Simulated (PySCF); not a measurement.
# Telling isomers of C$_{4}$H$_{7}$F apart by NMR

Relativity neglected, fast rotation and ring inversion assumed for equivalent nuclei, isolated molecule, one computed conformer. PBE0-D3(BJ)/def2-SVP geometry; couplings computed with B3LYP/pcJ-1 (spin–dipole term left out of most H,H and C,H couplings); shieldings: GIAO PBE0/pcSseg-1; PySCF.

References, each an isolated molecule treated in the same way: 1H (σref 31.27) and 13C (σref 184.41) vs TMS. Multiplet labels drop J under 1 Hz and among equivalent protons, and merge close values. Unscaled 3J(H,H) run several per cent high. Vicinal couplings that depend on rotamer populations or ring flexing (ring, CH–CH, X–H and H–F types) are those of the one conformer. One-bond C–F couplings are unscaled and too large by tens of Hz. Shifts are as computed. Against solution values, carbons near 30 ppm lie about +2 ppm off and those near 130 ppm about +5 ppm. Of 1211 compounds with measured shifts, 218 miss one by over three times the rms of a fit or turn the order of signals round; such compounds aren't used in these exercises. Across acyclic CH2–CH2 and CH–CH2 bonds, 3J(H,H) assumes equally populated rotamers.

(1) Tabulate the signals of `C=C(C)CF`, `C=CCCF`, `FC1CCC1` and their relative energies.

(2) What is the quickest way to tell C=CCCF from FC1CCC1?

(3) What is the quickest way to tell C=C(C)CF from FC1CCC1?

(4) What is the quickest way to tell C=C(C)CF from C=CCCF?

## Answers

(1) 
```json
{"SMILES": "C=C(C)CF", "carbon types": "1×C 2×CH2 1×CH3", "δC": "148.4, 116.2, 85.9, 19.5", "δH": "5.58 (dqq, 1H), 5.31 (d of sept, 1H), 4.71 (dtq, 2H), 1.66 (ddq, 3H)", "E rel. (kcal/mol)": "0.9"}
{"SMILES": "C=CCCF", "carbon types": "1×CH 3×CH2", "δC": "144.9, 123.7, 84.7, 39.7", "δH": "6.41 (m, 1H), 5.40 (ddt, 1H), 5.37 (dqd, 1H), 4.43 (dt, 2H), 2.23 (m, 2H)", "E rel. (kcal/mol)": "3.4"}
{"SMILES": "FC1CCC1", "carbon types": "1×CH 3×CH2", "δC": "85.3, 33.3, 11.5", "δH": "4.63 (m, 1H), 2.16 (m, 2H), 2.02 (m, 2H), 1.57 (m, 1H), 1.20 (m, 1H)", "E rel. (kcal/mol)": "0.0"}
```

Energies are electronic energies at PBE0/pcSseg-1 on these geometries, without zero-point or thermal terms, each for the one conformer computed, which needn't be the lowest.

(2) Count the carbon signals: 4 against 3. The first has a terminal =CH2 carbon at 123.7 ppm, the second an sp3 CH bonded to F at 85.3 ppm. Their most deshielded carbons lie at 144.9 and 85.3 ppm. In the proton spectra the most deshielded non-exchanging signals are 6.41 (m, 1H) and 4.63 (m, 1H).

(3) Count the carbon signals: 4 against 3. The first has a fully substituted alkene carbon (C) at 148.4 ppm, the second an sp3 CH bonded to F at 85.3 ppm. In the proton spectra the most deshielded non-exchanging signals are 5.58 (dqq, J = 3.4, 2.8, 1.6 Hz, 1H) and 4.63 (m, 1H).

(4) Both give the same number of carbon signals, but DEPT or the intensities differ. The first has a fully substituted alkene carbon (C) at 148.4 ppm, the second an alkene CH at 144.9 ppm. In the proton spectra the most deshielded non-exchanging signals are 5.58 (dqq, J = 3.4, 2.8, 1.6 Hz, 1H) and 6.41 (m, 1H).
